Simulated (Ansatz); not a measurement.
Reaction (isomerisation): `CC#CNC` → `CCC1=NC1`

Isolated molecules relaxed with PBE0-D4/def2-TZVP in Ansatz; ΔE leaves out vibrations. CBS: MP2 limit from def2 TZ/QZ plus the TZ coupled-cluster correction, frozen cores. DFT in def2-TZVPP. B3LYP here is the variant with VWN-RPA as its local correlation; programs differ in this. One conformer a species, not always the lowest.

```csv
level,ΔE (kJ/mol)
B3LYP-D4,-10.1
B2PLYP,-12.9
PBE,-23.6
HF/def2-TZVPP,-3.2
```

What does CCSD(T)/CBS give? (Best estimate.)

Ansatz gave: -22.3 kJ/mol. The listed levels differ from it by 12.2, 9.4, -1.3, 19.1 kJ/mol.

Largest T1 diagnostic among the species: 0.011.

The D4 term adds −3.1 kJ/mol with B3LYP and −1.7 kJ/mol with PBE0; it sums over pairs of atoms, weighted by their polarisabilities, and B3LYP, whose exchange is more repulsive, gets the larger term. In def2-TZVPP, CCSD(T) changes the Hartree–Fock value by −24.2 kJ/mol (the triples alone add −3.7 kJ/mol) and MP2 by −22.3 kJ/mol.
